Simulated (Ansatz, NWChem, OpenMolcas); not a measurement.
How basis sets differ on SiO (SMILES O=[Si])

The species is SiO (2 atoms), meant as a singlet with charge 0. SMILES: `O=[Si]`. The coordinates come from a PBE0-D4/def2-TZVP relaxation.

| atom | x (Å) | y (Å) | z (Å) |
| --- | --- | --- | --- |
| O | -0.6407 | 0.2315 | -0.3240 |
| Si | 0.6407 | -0.2315 | 0.3240 |

Quantity: the dipole moment, in D. The values are calculated.

```tsv
level	kind	program	value (D)	CPU time
HF/ANO-S-MB	Hartree–Fock	OpenMolcas	2.46	1.7 s
HF/STO-3G	Hartree–Fock	NWChem	1.90	0.72 s
HF/3-21G	Hartree–Fock	OpenMolcas	2.91	1.5 s
HF/def2-SVP	Hartree–Fock	Ansatz	3.38	0.26 s
HF/def2-TZVPPD	Hartree–Fock	NWChem	3.72	19 s
```

The values span 1.90 to 3.72 D. Sets without polarisation functions give poor dipoles. CPU times are rough (shared hosts, several kinds of processor): they show what a rung costs within a factor of a few.
